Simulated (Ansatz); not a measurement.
HPB, quartet along the scale of all distances

Starting geometry (PBE0/def2-TZVP stationary point for this spin, not checked as a minimum):

```json
{"atom": "B", "x (Å)": "0.0000", "y (Å)": "0.0866", "z (Å)": "1.3928"}
{"atom": "P", "x (Å)": "0.0000", "y (Å)": "-0.0729", "z (Å)": "-0.4582"}
{"atom": "H", "x (Å)": "0.0000", "y (Å)": "1.3116", "z (Å)": "-0.8601"}
```

From there all distances are scaled together; atoms are numbered as listed. Energies are in kJ/mol, counted from the starting geometry at the same level. Kohn–Sham curves are unrestricted where that lies lower.

Basis 6-31G; Ansatz 0.2.0. Correlated methods freeze the noble-gas cores.

Unrestricted Kohn–Sham rows aren't spin-pure: their determinants' ⟨S²⟩ exceeds S(S+1) by up to 0.98, so they mix in states of higher spin. A value is left out where its run failed or describes another state than the reference as far as symmetry and spin tell, or, spin-broken singlets apart, can't be checked. The reference follows the lowest state, whose symmetry changes from A'' to A' between 1.986 and 2.396.

In so small a basis the reference is far from its limit while semilocal and hybrid functionals are nearer theirs (RPA and double hybrids share part of the reference's basis error), so the functionals' errors here hold much of the reference's basis and frozen-core error, which can add to them or hide them. The set has no polarisation functions, which weighs most on the reference.

Full CI is exact within this basis and frozen core; it isn't the basis-set limit.

```
scale of all distances  full CI  SPW92    PBE  r2SCAN   PBE0  B3LYP  wB97M-V  B2PLYP  RPA-PBE
                 0.883    153.9  141.2  147.0   141.2  138.6  142.0    134.2   141.9    158.7
                 1.000      0.0    0.0    0.0     0.0    0.0    0.0      0.0     0.0      0.0
                 1.130      9.1   20.3   15.6    23.4   25.6   17.9     27.0    20.6      2.9
                 1.297     94.8  129.4  118.3   135.4  137.8  118.2    134.9   124.2     81.6
                 1.472    174.8  248.1  228.9   253.1  252.2  223.5    240.1   229.8    158.2
                 1.782    250.1  402.1  364.9   367.3  359.0  334.8    339.3   313.9    237.6
                 1.986    270.2  458.6  400.7   397.6  383.6  364.0    363.0       –    246.5
                 2.396    283.3      –      –   421.2  400.0      –        –   346.6        –
```

B2PLYP at 2.396 lies 63.3 kJ/mol (22 %) above the reference in this basis. r2SCAN at 2.396 lies 137.9 kJ/mol (49 %) above the reference in this basis. PBE0 at 2.396 lies 116.7 kJ/mol (41 %) above the reference in this basis.
